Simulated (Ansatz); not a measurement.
**Two structures, one formula**

Two relaxed structures of BSiH2O (charge +1), closed shell (PBE0-D4/def2-TZVP; forces vanish, vibrations not checked).

A:

```json
{"atom": "O1", "x (Å)": "0.1750", "y (Å)": "-1.2583", "z (Å)": "2.0704"}
{"atom": "B2", "x (Å)": "0.0893", "y (Å)": "-0.6407", "z (Å)": "1.0540"}
{"atom": "Si3", "x (Å)": "-0.0528", "y (Å)": "0.3795", "z (Å)": "-0.6244"}
{"atom": "H4", "x (Å)": "-0.8139", "y (Å)": "-0.1740", "z (Å)": "-1.7577"}
{"atom": "H5", "x (Å)": "0.6024", "y (Å)": "1.6935", "z (Å)": "-0.7424"}
```

B:

```xyz
5
angstrom
O 0.1330 -1.4502 1.8476
B 0.0925 -0.6716 0.8773
Si -0.1635 0.3705 -0.9072
H 0.4622 -1.5475 2.7503
H 0.6367 1.4424 -0.1786
```

Program: Ansatz 0.2.0. Basis: def2-TZVPP. Cores are frozen in the correlated methods. B3LYP uses VWN-RPA correlation.

Which structure is lower at CCSD(T), and by how much? (An estimate is asked for; the value comes from the calculation.)

The calculation gives: A, by 0.033 eV (electronic energy, against the other); a gap this small isn't resolved in one triple-zeta basis. By their contacts, A is BSiH₂O ([O][B][SiH2]), total charge +1 and B is BSiH₂O ([OH][B][SiH]), total charge +1.

Do the other methods give the same order? (Judge from chemistry; the calculation decides.)

By the calculation: Not all: PBE0-D4, B3LYP-D4, wB97M-V, HF, CCSD give the other order.

```json
{"method": "PBE-D4", "E(B) − E(A) (eV)": "0.027"}
{"method": "r2SCAN-D4", "E(B) − E(A) (eV)": "0.070"}
{"method": "PBE0-D4", "E(B) − E(A) (eV)": "-0.081"}
{"method": "B3LYP-D4", "E(B) − E(A) (eV)": "-0.013"}
{"method": "wB97M-V", "E(B) − E(A) (eV)": "-0.177"}
{"method": "HF", "E(B) − E(A) (eV)": "-0.240"}
{"method": "MP2", "E(B) − E(A) (eV)": "0.307"}
{"method": "CCSD", "E(B) − E(A) (eV)": "-0.050"}
{"method": "CCSD(T)", "E(B) − E(A) (eV)": "0.033"}
```

The T1 diagnostic stays at or below 0.023. The restricted Hartree–Fock reference is unstable towards an unrestricted one at one or more of these structures.

Labels in which every atom is bracketed show which atoms are joined, not bond orders.

For scale, one of the runs: CCSD(T)/def2-TZVPP, 132 basis functions, launched by `ansatz run in.yaml --threads 2 --pin off --events-out ev --progress --plain --max-ram 4352MiB`. The run took 7 s on 2 CPU threads of an Arm Neoverse V2 (shared host), with 0.63 GiB of host memory at its peak.
